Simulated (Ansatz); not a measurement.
**1T (CdI2-type) SnSe2**

Computed with LDA in Ansatz (PAW).

Settings: plane-wave cutoff 500 eV, 12×12×8 k mesh (along the axes of the cell as run), Fermi–Dirac smearing 0.05 eV, scalar-relativistic PAW data made under PBE.

Cell: relaxed at this level.

```yaml
volume_per_atom: 24.54 Å³/atom
equilibrium_lattice_constant_a: 3.801 Å
lattice_parameter_c: 5.883 Å
band_gap: 0.19 eV (on the SCF k mesh)
```

Measured, for comparison: band gap 0.98 eV (temperature not stated, not corrected to a static lattice, indirect, our sources range from 0.98 to 1.06; as tabulated in Gonzalez and Oleynik (2016), arXiv:1609.04381); lattice parameter c 6.14 Å (temperature not stated, not corrected to a static lattice; as tabulated in Gonzalez and Oleynik (2016), arXiv:1609.04381). Computed (rounded) less measured: lattice parameter c -4.2 %.

Spin–orbit coupling is not included.

Static lattice: no zero-point or thermal effects.

Cost on a shared machine: around 2.3 core-minutes (rough).

Ansatz is a program for electronic structure.
